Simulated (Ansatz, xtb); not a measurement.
HNSi2−: where a starting geometry ends

The starting geometry of this gas-phase doublet has its atoms placed at random.

```xyz
4

N     0.3980   -0.4683   -1.4195
Si    1.4606    0.3888    0.0059
Si   -1.2244   -0.2351   -0.5696
H     0.4124   -0.3863    1.2757
```

Problem. One run relaxed it with r2SCAN-D4/def2-SVPD. What is a likely outcome?

Solution. It ends as a structure given below by its coordinates. Distances that change by over a tenth: Si2–Si3 (2.82 → 2.53 Å). Contacts that close: Si2–H4 (1.82 → 1.57 Å).

The energy falls by 1.10 eV over 14 steps:

```csv
step,E − E(last) (eV)
1,1.095
2,0.293
4,0.145
5,0.117
7,0.056
8,0.015
10,0.001
11,0.000
13,0.000
14,0.000
```

Final geometry (Å):

```yaml
atoms:
  - { symbol: N, position_ang: [0.2814, -0.6857, -1.0952] }
  - { symbol: Si, position_ang: [0.9492, 0.4633, 0.1368] }
  - { symbol: Si, position_ang: [-1.2147, 0.0374, -1.1084] }
  - { symbol: H, position_ang: [1.0307, -0.5159, 1.3593] }
```

From the same start GFN2-xTB ends elsewhere, in pieces: NSi2 + H.

From so rough a start the end depends on the optimiser's path, so another program may land elsewhere. The end wasn't checked by frequencies. Open shells are spin-unrestricted. Run with Ansatz 0.2.0, 52 s on 1 thread of Intel(R) Xeon(R) 6975P-C (Granite Rapids), on a shared host.
